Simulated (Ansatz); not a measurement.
**singlet Si2H4 at 6 levels**

Aim: a comparison of 6 runs (BHLYP/STO-3G, BLYP/STO-3G, PBE/STO-3G, r2SCAN/STO-3G, RPA@PBE/STO-3G, CCSD(T)/STO-3G) of singlet Si2H4. 

The calculation is run with Ansatz 0.2.0.

29 further runs of the same task are left out: 29 set aside as unsound or not needed.

**1. The molecule**

Si2H4: 6 atoms, total charge 0, spin state singlet. SMILES of the parent species: `[SiH][SiH3]`. Geometry: relaxed at GFN2-xTB. That shape belongs to the parent species and isn't relaxed for this state.

Bond lengths: Si1–Si2 2.254 Å, Si1–H3 1.473 Å, Si2–H4 1.467 Å, Si2–H5 1.474 Å, Si2–H6 1.474 Å. Angles: Si1–Si2–H4 105.5°, Si1–Si2–H5 115.5°, Si1–Si2–H6 115.4°, Si2–Si1–H3 128.8°, H4–Si2–H5 107.9°, H4–Si2–H6 107.9°, H5–Si2–H6 104.3°.

**2. A single-point energy at BHLYP/STO-3G (run 1)**

The input, job.yaml:

```yaml
crystal:
  periodic: [false, false, false]
  atoms:
    - {symbol: Si, position_ang: [0.322720, -1.575880, 0.287350]}
    - {symbol: Si, position_ang: [-0.300130, 0.523270, -0.245660]}
    - {symbol: H, position_ang: [1.427930, -2.017820, 1.155760]}
    - {symbol: H, position_ang: [-1.456530, 0.376070, -1.136010]}
    - {symbol: H, position_ang: [0.714920, 1.325330, -0.951090]}
    - {symbol: H, position_ang: [-0.708920, 1.369020, 0.889660]}
basis:
  gaussian: {orbitals: STO-3G}
hamiltonian: {xc: {name: BHLYP}}
accuracy: high
```

Started as:

```console
$ ansatz run job.yaml --threads 1 --pin off --max-ram 2610MiB --events-out events.jsonl --progress --plain --runs-dir runs
```

Log:

```text
Warning: RAYON_NUM_THREADS=1 ignored (pool sized by the plan → 1); use --threads N
Functional definition: BHLYP
  name "BHLYP"
  parameter a = 0.5
  exchange = (1 - a)*b88_x + a*exact_x
  correlation = lyp_c
388 factors; integrals over basis functions are off by at most 6.1e-9 eV
mean field evaluation 1: about -15633.5790 eV, gradient 9.9e0 eV
mean field evaluation 2: about -15633.9578 eV, gradient 3.7e0 eV
mean field evaluation 4: about -15634.0123 eV, gradient 8.5e-2 eV
mean field evaluation 8: about -15633.9821 eV, gradient 2.0e-4 eV
mean field evaluation 16: about -15633.9821 eV, gradient 5.9e-8 eV
mean field -15633.98208772 eV, -574.5382446299 hartree, gradient 5.9e-8 eV, S^2 0.000000; 0 other end points of the search recorded, 0 dependent functions left out
reference -15633.98210807 eV, -574.5382453780 hartree; 16, 16 occupied and 6, 6 virtual orbitals, 388 factors
Total energy: -15633.98210807 eV, -574.5382453780 hartree
```

Run time: 0.83 s. Hardware: 1 thread of AMD EPYC 9R14 (Zen 4), shared host; peak memory 0.12 GiB.

**3. A single-point energy at BLYP/STO-3G (run 2)**

The input, run.yaml:

```yaml
crystal:
  periodic: [false, false, false]
  atoms:
    - {symbol: Si, position_ang: [0.322720, -1.575880, 0.287350]}
    - {symbol: Si, position_ang: [-0.300130, 0.523270, -0.245660]}
    - {symbol: H, position_ang: [1.427930, -2.017820, 1.155760]}
    - {symbol: H, position_ang: [-1.456530, 0.376070, -1.136010]}
    - {symbol: H, position_ang: [0.714920, 1.325330, -0.951090]}
    - {symbol: H, position_ang: [-0.708920, 1.369020, 0.889660]}
basis:
  gaussian:
    orbitals: STO-3G
accuracy: high
hamiltonian:
  xc: {name: BLYP}
```

Started as:

```console
$ ansatz run run.yaml --threads 1 --pin off --max-ram 2610MiB --events-out events.jsonl --progress --plain --runs-dir runs
```

Log:

```text
Warning: RAYON_NUM_THREADS=1 ignored (pool sized by the plan → 1); use --threads N
Functional definition: BLYP
  name "BLYP"
  parameter beta = 0.0042
  parameter a = 0.04918
  parameter b = 0.132
  parameter c = 0.2533
  parameter d = 0.349
  exchange = b88_x(beta = beta)
  correlation = lyp_c(a = a, b = b, c = c, d = d)
388 factors; integrals over basis functions are off by at most 6.1e-9 eV
mean field evaluation 1: about -15630.6890 eV, gradient 1.7e1 eV
mean field evaluation 2: about -15630.7663 eV, gradient 1.6e1 eV
mean field evaluation 4: about -15631.8102 eV, gradient 3.8e-1 eV
mean field evaluation 8: about -15631.7514 eV, gradient 6.0e-2 eV
mean field evaluation 16: about -15631.7514 eV, gradient 1.9e-7 eV
mean field -15631.75144436 eV, -574.4562699984 hartree, gradient 4.5e-8 eV, S^2 0.000000; 0 other end points of the search recorded, 0 dependent functions left out
reference -15631.75148482 eV, -574.4562714855 hartree; 16, 16 occupied and 6, 6 virtual orbitals, 388 factors
Total energy: -15631.75148482 eV, -574.4562714855 hartree
```

Run time: 0.89 s. Hardware: 1 thread of AMD EPYC 9R14 (Zen 4), shared host; peak memory 0.12 GiB.

**4. A single-point energy at PBE/STO-3G (run 3)**

The input, run.yaml:

```yaml
crystal:
  periodic: [false, false, false]
  atoms:
    - symbol: Si
      position_ang: [0.322720, -1.575880, 0.287350]
    - symbol: Si
      position_ang: [-0.300130, 0.523270, -0.245660]
    - symbol: H
      position_ang: [1.427930, -2.017820, 1.155760]
    - symbol: H
      position_ang: [-1.456530, 0.376070, -1.136010]
    - symbol: H
      position_ang: [0.714920, 1.325330, -0.951090]
    - symbol: H
      position_ang: [-0.708920, 1.369020, 0.889660]
basis:
  gaussian: {orbitals: STO-3G}
hamiltonian: {xc: {name: PBE}}
accuracy: high
```

Started as:

```console
$ ansatz run run.yaml --threads 1 --pin off --max-ram 2610MiB --events-out events.jsonl --progress --plain --runs-dir runs
```

Log:

```text
Warning: RAYON_NUM_THREADS=1 ignored (pool sized by the plan → 1); use --threads N
Functional definition: PBE
  name "PBE"
  parameter kappa = 0.804
  parameter beta = 0.06672455060314922
  exchange = pbe_x(kappa = kappa, mu = beta*pi^2/3)
  correlation = pbe_c(beta = beta)
388 factors; integrals over basis functions are off by at most 6.1e-9 eV
mean field evaluation 1: about -15623.8314 eV, gradient 1.6e1 eV
mean field evaluation 2: about -15623.9111 eV, gradient 1.5e1 eV
mean field evaluation 4: about -15624.8018 eV, gradient 3.8e-1 eV
mean field evaluation 8: about -15624.7429 eV, gradient 1.5e-2 eV
mean field evaluation 16: about -15624.7429 eV, gradient 2.7e-7 eV
mean field -15624.74287355 eV, -574.1987097720 hartree, gradient 5.5e-8 eV, S^2 0.000000; 0 other end points of the search recorded, 0 dependent functions left out
reference -15624.74287557 eV, -574.1987098462 hartree; 16, 16 occupied and 6, 6 virtual orbitals, 388 factors
Total energy: -15624.74287557 eV, -574.1987098462 hartree
```

Wall time 0.82 s (1 thread of AMD EPYC 9R14 (Zen 4), shared host); peak memory 0.12 GiB.

Runs 4 to 5 aren't shown in full; the table further down has their settings and results.

**5. A single-point energy at CCSD(T)/STO-3G (run 6)**

The input, input.yaml:

```yaml
crystal:
  periodic: [false, false, false]
  atoms:
    - symbol: Si
      position_ang: [0.322720, -1.575880, 0.287350]
    - symbol: Si
      position_ang: [-0.300130, 0.523270, -0.245660]
    - symbol: H
      position_ang: [1.427930, -2.017820, 1.155760]
    - symbol: H
      position_ang: [-1.456530, 0.376070, -1.136010]
    - symbol: H
      position_ang: [0.714920, 1.325330, -0.951090]
    - symbol: H
      position_ang: [-0.708920, 1.369020, 0.889660]
basis:
  gaussian:
    orbitals: STO-3G
correlation:
  method: ccsd_t
  frozen_orbitals: {H: 0, Si: 5}
accuracy: high
scf:
  omitted_lower_state_checks: [cluster_reference, increment]
```

Started as:

```console
$ ansatz run input.yaml --threads 1 --pin off --max-ram 2610MiB --events-out events.jsonl --progress --plain --runs-dir runs
```

Log:

```text
Warning: RAYON_NUM_THREADS=1 ignored (pool sized by the plan → 1); use --threads N
[... 11 lines left out ...]
10 core orbitals not correlated: weight in the atoms' cores, before any rotation towards them, 1.000 or more for the frozen orbitals, at most 0.000 for the correlated occupied ones
[... 29 lines left out ...]
Total energy: -15606.14371734 eV, -573.5152033882 hartree
Checks for a lower state left out: cluster_reference, increment
```

It took 0.16 s on 1 thread of AMD EPYC 9R14 (Zen 4), shared host.

**6. All runs side by side**

```tsv
run	level	frozen core orbitals	energy (Eh)	wall time
1	BHLYP/STO-3G	–	-574.538245	0.83 s
2	BLYP/STO-3G	–	-574.456271	0.89 s
3	PBE/STO-3G	–	-574.198710	0.82 s
4	r2SCAN/STO-3G	–	-574.481037	1.8 s
5	RPA@PBE/STO-3G	10	-573.575458	1.3 s
6	CCSD(T)/STO-3G	10	-573.515203	0.16 s
```

**7. Outcome**

```
                                           quantity          value
                                run 6: total energy  -573.51520 Eh
run 6: correlation energy (10 core orbitals frozen)     -104.8 mEh
                              run 6: (T) correction      -0.77 mEh
                               run 6: T1 diagnostic          0.009
```

Totals of different functionals can't be ranked against each other. In runs 5, 6 the log says that unrestricted orbitals would lower the reference, so the values rest on an unstable closed-shell determinant (other closed-shell runs at this shape may share the fault). In runs 1, 2, 3, 4, 5, 6 the basis is minimal, so the values are rough. All runs together took 5.8 s, the longest 1.8 s.
